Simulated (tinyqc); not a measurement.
Geometry optimisation on the UHF/sto-6g surface (energies and gradients from PySCF), for CH, spin multiplicity 4, step by step. One step of it, computed by the program tinyqc.

Task: Step 1: move. Quasi-Newton step p = -H^(-1) g (first H = 0.3 times the unit matrix); steps longer than 0.3 bohr are cut back.

positions at the start (bohr):
```
           x         y         z
1C  0.000000  0.000000  0.000000
2H  0.000000  0.000000  2.127832
```

gradient (hartree/bohr):
```
             x           y            z
1C  0.00000000  0.00000000  -0.04290780
2H  0.00000000  0.00000000   0.04290780
```

Give: positions after step 1.

Result:

positions after step 1 (bohr):
```
        x      y      z
1C  0.000  0.000  0.143
2H  0.000  0.000  1.985
```
